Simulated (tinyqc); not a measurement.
MP2 on RHF in the sto-3g basis, frozen core, for BH3, spin multiplicity 1, step by step. One step of it, computed by the program tinyqc.

Question. Second-order Moller-Plesset energy. E2 = sum_ijab (ia|jb) [2 (ia|jb) - (ib|ja)] / (e_i + e_j - e_a - e_b) over occupied i, j and virtual a, b; the opposite-spin part is (ia|jb)^2 / denominator, the rest is same-spin, and SCS-MP2 scales them by 6/5 and 1/3.

orbital energies (hartree): [-7.423706, -0.635951, -0.436401, -0.436400, 0.242626, 0.586044, 0.674473, 0.674476]

Two-electron integrals over orbitals (pq|rs), unique and non-zero (hartree); the lowest 1 orbital is frozen and left out:
```
(22|22) 0.433323    (32|22) 0.000005    (32|32) 0.117684    (33|22) 0.425123
(33|32) 0.063875    (33|33) 0.476580    (42|42) 0.117680    (43|42) -0.063879
(43|43) 0.049791    (44|22) 0.425117    (44|32) -0.063877   (44|33) 0.377009
(44|44) 0.476582    (52|22) -0.000448   (52|32) -2.20e-08   (52|33) -0.000501
(52|44) -0.000501   (52|52) 0.068589    (53|22) -8.41e-08   (53|32) -0.001272
(53|33) -0.001254   (53|44) 0.001254    (53|52) -8.27e-07   (53|53) 0.016482
(54|42) -0.001272   (54|43) 0.001254    (54|54) 0.016482    (55|22) 0.456970
(55|32) 2.85e-07    (55|33) 0.421375    (55|44) 0.421373    (55|52) 0.007745
(55|53) -2.45e-07   (55|55) 0.586836    (62|22) 0.045664    (62|32) -1.04e-06
(62|33) 0.021424    (62|44) 0.021419    (62|52) -0.000180   (62|53) -2.50e-07
(62|55) 0.112146    (62|62) 0.072598    (63|22) -0.000009   (63|32) -0.044164
(63|33) -0.042247   (63|44) 0.042240    (63|52) -3.90e-07   (63|53) 0.001447
(63|55) -0.000016   (63|62) -0.000016   (63|63) 0.061896    (64|42) -0.044175
(64|43) 0.042251    (64|54) 0.001447    (64|64) 0.061913    (65|22) -0.002725
(65|32) -5.41e-07   (65|33) -0.001130   (65|44) -0.001129   (65|52) 0.063834
(65|53) -3.22e-06   (65|55) -0.000013   (65|62) -0.004933   (65|63) 5.62e-07
(65|65) 0.064649    (66|22) 0.426431    (66|32) -0.000027   (66|33) 0.423568
(66|44) 0.423598    (66|52) -0.004924   (66|53) 4.95e-07    (66|55) 0.447244
(66|62) 0.027837    (66|63) 0.000008    (66|65) -0.006234   (66|66) 0.440679
(72|42) -0.000932   (72|43) 0.022986    (72|54) 0.001742    (72|64) 0.046172
(72|72) 0.048822    (73|42) 0.048206    (73|43) -0.023784   (73|54) -0.001006
(73|64) -0.031365   (73|72) -0.010150   (73|73) 0.034149    (74|22) 0.049699
(74|32) 0.048206    (74|33) 0.052763    (74|44) 0.005199    (74|52) 0.002983
(74|53) -0.001006   (74|55) 0.102422    (74|62) 0.070201    (74|63) -0.031367
(74|65) -0.001619   (74|66) 0.027459    (74|74) 0.106280    (75|42) 0.003939
(75|43) -0.001982   (75|54) 0.016182    (75|64) -0.001694   (75|72) 0.000472
(75|73) 0.001652    (75|75) 0.020680    (76|42) 0.107137    (76|43) -0.058539
(76|54) -0.001670   (76|64) -0.047067   (76|72) -0.006245   (76|73) 0.050691
(76|75) 0.003457    (76|76) 0.110327    (77|22) 0.447390    (77|32) -0.029447
(77|33) 0.407818    (77|44) 0.475116    (77|52) 0.001354    (77|53) 0.001174
(77|55) 0.471339    (77|62) 0.049666    (77|63) 0.037329    (77|65) -0.001018
(77|66) 0.451051    (77|74) 0.046210    (77|77) 0.516731    (82|22) 0.000007
(82|32) -0.000935   (82|33) -0.022983   (82|44) 0.022990    (82|52) 6.89e-08
(82|53) 0.001742    (82|55) 0.000016    (82|62) 4.96e-06    (82|63) 0.046171
(82|65) -6.75e-07   (82|66) 0.000006    (82|74) -0.010140   (82|77) 0.029459
(82|82) 0.048823    (83|22) 0.049694    (83|32) -0.048213   (83|33) 0.005195
(83|44) 0.052768    (83|52) 0.002983    (83|53) 0.001006    (83|55) 0.102421
(83|62) 0.070199    (83|63) 0.031352    (83|65) -0.001619   (83|66) 0.027485
(83|74) 0.040996    (83|77) 0.068473    (83|82) 0.010166    (83|83) 0.106288
(84|42) 0.048200    (84|43) -0.023778   (84|54) -0.001005   (84|64) -0.031356
(84|72) -0.010144   (84|73) 0.031128    (84|75) 0.001652    (84|76) 0.050685
(84|84) 0.034141    (85|22) -1.77e-07   (85|32) 0.003939    (85|33) 0.001981
(85|44) -0.001982   (85|52) 0.000009    (85|53) 0.016182    (85|55) 8.41e-08
(85|62) -6.97e-07   (85|63) -0.001693   (85|65) 0.000006    (85|66) -1.69e-06
(85|74) 0.001652    (85|77) -0.000794   (85|82) 0.000472    (85|83) -0.001652
(85|85) 0.020680    (86|22) 2.19e-06    (86|32) 0.107131    (86|33) 0.058523
(86|44) -0.058529   (86|52) -7.98e-07   (86|53) -0.001669   (86|55) -1.95e-06
(86|62) -2.67e-06   (86|63) -0.047043   (86|65) -1.15e-06   (86|66) -0.000029
(86|74) 0.050684    (86|77) -0.030282   (86|82) -0.006240   (86|83) -0.050698
(86|85) 0.003457    (86|86) 0.110311    (87|42) -0.029432   (87|43) 0.033643
(87|54) 0.001174    (87|64) 0.037335    (87|72) 0.029451    (87|73) -0.011124
(87|75) -0.000793   (87|76) -0.030274   (87|84) -0.011118   (87|87) 0.034471
(88|22) 0.447393    (88|32) 0.029476    (88|33) 0.475132    (88|44) 0.407801
(88|52) 0.001354    (88|53) -0.001174   (88|55) 0.471339    (88|62) 0.049672
(88|63) -0.037359   (88|65) -0.001018   (88|66) 0.451036    (88|74) 0.068483
(88|77) 0.447766    (88|82) -0.029447   (88|83) 0.046192    (88|85) 0.000794
(88|86) 0.030304    (88|88) 0.516747
```

Hartree-Fock energy = -26.04471092 hartree

Give: Terms; Pair energies; MP2 correlation energy; SCS-MP2 correlation energy; MP2 total energy.

Answer.

Terms (the 40 largest of 74):
```
i  j  a  b  (ia|jb)  (ib|ja)  denominator       term
3  3  8  8   0.1063   0.1063      -2.2218    -0.0051
4  4  7  7   0.1063   0.1063      -2.2217    -0.0051
2  4  6  7   0.0702   0.0462      -2.3329    -0.0028
4  2  7  6   0.0702   0.0462      -2.3329    -0.0028
3  2  8  6   0.0702   0.0462      -2.3329    -0.0028
2  3  6  8   0.0702   0.0462      -2.3329    -0.0028
2  2  5  5   0.0686   0.0686      -1.7572    -0.0027
2  2  6  6   0.0726   0.0726      -2.4440    -0.0022
4  4  6  6   0.0619   0.0619      -2.0449    -0.0019
3  3  6  6   0.0619   0.0619      -2.0449    -0.0019
3  4  8  7   0.0410   0.0311      -2.2217    -0.0009
4  3  7  8   0.0410   0.0311      -2.2217    -0.0009
2  2  8  8   0.0488   0.0488      -2.6209    -0.0009
2  2  7  7   0.0488   0.0488      -2.6208    -0.0009
3  3  7  7   0.0341   0.0341      -2.2217    -0.0005
4  4  8  8   0.0341   0.0341      -2.2218    -0.0005
3  4  6  7  -0.0314  -0.0314      -2.1333  -4.61e-04
4  3  7  6  -0.0314  -0.0314      -2.1333  -4.61e-04
4  3  6  7  -0.0314  -0.0314      -2.1333  -4.61e-04
3  4  7  6  -0.0314  -0.0314      -2.1333  -4.61e-04
4  4  8  6  -0.0314  -0.0314      -2.1333  -4.61e-04
4  4  6  8  -0.0314  -0.0314      -2.1333  -4.61e-04
3  3  8  6   0.0314   0.0314      -2.1333  -4.61e-04
3  3  6  8   0.0314   0.0314      -2.1333  -4.61e-04
4  2  6  7   0.0462   0.0702      -2.3329  -4.38e-04
2  4  7  6   0.0462   0.0702      -2.3329  -4.38e-04
2  3  8  6   0.0462   0.0702      -2.3329  -4.38e-04
3  2  6  8   0.0462   0.0702      -2.3329  -4.38e-04
4  3  8  7   0.0311   0.0410      -2.2217  -2.98e-04
3  4  7  8   0.0311   0.0410      -2.2217  -2.98e-04
3  3  5  5   0.0165   0.0165      -1.3581  -2.00e-04
4  4  5  5   0.0165   0.0165      -1.3581  -2.00e-04
3  2  8  8   0.0102   0.0102      -2.4213  -4.27e-05
2  3  8  8   0.0102   0.0102      -2.4213  -4.27e-05
3  2  7  7  -0.0102  -0.0102      -2.4213  -4.26e-05
2  3  7  7  -0.0102  -0.0102      -2.4213  -4.26e-05
4  2  8  7  -0.0101  -0.0101      -2.4213  -4.25e-05
2  4  7  8  -0.0101  -0.0101      -2.4213  -4.25e-05
2  4  8  7  -0.0101  -0.0101      -2.4213  -4.25e-05
4  2  7  8  -0.0101  -0.0101      -2.4213  -4.25e-05
```

Pair energies (hartree; pair i-j sums ij and ji):
```
pair  opposite spin  same spin
2-2         -0.0067          0
3-2         -0.0062  -4.97e-04
3-3         -0.0086          0
4-2         -0.0062  -4.97e-04
4-3         -0.0042  -8.77e-05
4-4         -0.0086          0
```

MP2 correlation energy = -0.041652 hartree

SCS-MP2 correlation energy = -0.049046 hartree

MP2 total energy = -26.086363 hartree
